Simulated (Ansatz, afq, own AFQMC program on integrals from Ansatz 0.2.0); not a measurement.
Where AFQMC and coupled cluster stand for CH, doublet

```xyz
2

C     0.0000    0.0000    0.0000
H     0.0000    0.0000    1.1225
```

Basis cc-pVQZ. Noble-gas cores (and the filled d shells of Ga–Kr and In–Xe) are frozen. Ansatz 0.2.0 and our own AFQMC program on the same integrals; the CISD trial comes from CCSD amplitudes, and released means the phaseless constraint is let go. Free AFQMC starts from the CCSD state and is never constrained. Its projection time is finite, and what remains of the start isn't in its error. Error bars are statistical, one sigma.

Determinant: ROHF, the one that the program's search chose, which needn't be the lowest solution. The geometry is a PBE0/def2-TZVP stationary point of this or a neighbouring charge and spin state.

No full CI on the walks' own integrals is used here; CCSDT(Q) serves as the reference and is uncertain by about the last step of the cluster series.

Cautions: higher spins were not checked; a spin-contaminated unrestricted determinant lies lower (UHF 217 meV lower, ⟨S²⟩ 1.10).

* T1 diagnostic: 0.0173
* weight of the determinant in the CISD state: 0.932
* size of the correlated space: 5 electrons in 84 orbitals

Reference: CCSDT(Q), correlation energy -3.819 eV. The released energy is read at 2.40 1/Eh (meV from the phaseless value at times in 1/Eh: -5 ± 4 at 0.24, -8 ± 3 at 0.51, -8 ± 3 at 0.99, -10 ± 4 at 1.62, -9 ± 4 at 2.40).

```
         level  E − E(reference) (kcal/mol)  share of correlation (%)
            HF                        88.06                      0.00
           MP2                        16.76                     80.97
          CCSD                         2.84                     96.78
       CCSD(T)                         0.45                     99.49
         CCSDT                         0.06                     99.94
   ph-AFQMC/HF                  2.12 ± 0.43                     97.59
 ph-AFQMC/CISD                  0.17 ± 0.06                     99.81
released AFQMC                 -0.05 ± 0.09                    100.06
    free AFQMC                  0.08 ± 0.09                     99.91
```

Free projections are given only where their last times agree within the noise and don't stop above the reference; a slow remainder of the start can still hide under it. A walk keeps the symmetry of its determinant, which the program's search chose and which needn't be the lowest solution, so a lower state of the same spin and another symmetry isn't excluded. Released energies are given only where the last usable release times agree within the noise; a slower fall can still hide under it.
